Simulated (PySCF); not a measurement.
Molecule: `C=NC(C)=O`, C3H5NO.

Bonds (- single, = double, # triple, : aromatic): C1=N2, N2-C3, C3-C4, C3=O5. C1 carries H6, H7; C4 carries H8, H9, H10. H6 is cis to C3; H7 is trans to C3.

Frames of a GFN2-xTB Langevin trajectory at 200 K; GIAO PBE0/pcSseg-1 shieldings in PySCF 2.14, gas phase, non-relativistic; equivalent atoms averaged within each frame.

References, each an isolated molecule treated in the same way: ¹³C (σref 186.93), ¹H (σref 31.72) vs TMS; NH3 for ¹⁵N (σref 267.73); ¹⁷O (σref 336.08) against H2O. The references are static minima.

**Question.** How do the shifts (ppm) fluctuate along the trajectory?

**Answer.** 
```
         time (fs)     C3     C1    C4     N2     O5    H7    H6  H8/H9/H10
optimised geometry  179.4  146.7  26.6  433.0  512.9  7.23  7.58       2.08
               250  183.4  143.6  30.0  435.4  519.8  8.03  7.73       1.92
               425  163.2  138.2  28.9  423.4  446.6  8.08  7.83       2.29
               625  186.5  148.7  26.3  451.2  531.0  7.81  7.15       2.06
               800  176.8  139.8  23.7  425.8  496.3  7.91  7.76       2.63
              1000  180.8  152.2  32.0  434.6  549.4  7.53  7.37       2.23
    mean of frames  178.1  144.5  28.2  434.1  508.6  7.87  7.57       2.23
standard deviation    9.0    5.9   3.2   11.0   39.6  0.22  0.29       0.27
```

5 frames give an uncertainty of the mean of about the standard deviation over 2.2 at best, since frames this close in time may not be independent; classical motion lacks zero-point vibration, and the reference would need the same averaging.
